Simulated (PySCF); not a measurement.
BF₃, SMILES FB(F)F. Coordinates come from a B3LYP-D3(BJ)/def2-TZVP optimisation. The isomer is the one that the SMILES or the coordinates give; other isomers of the formula were not compared.

PySCF with TDDFT-PBE/def2-SVPD puts the lowest singlet excitations at 9.52, 9.68, 10.47, 10.47, 10.69, 10.69 eV.

Task: What are the lowest excitation roots from PySCF with ADC(2)/aug-cc-pVDZ? (The exact figures need the calculation; the answer reports its results.)

Result: 10.73, 11.10, 11.64, 11.64, 11.86, 12.26 eV. S1 differs by 1.20 eV (second minus first; roots are paired by order, and the bases may differ).
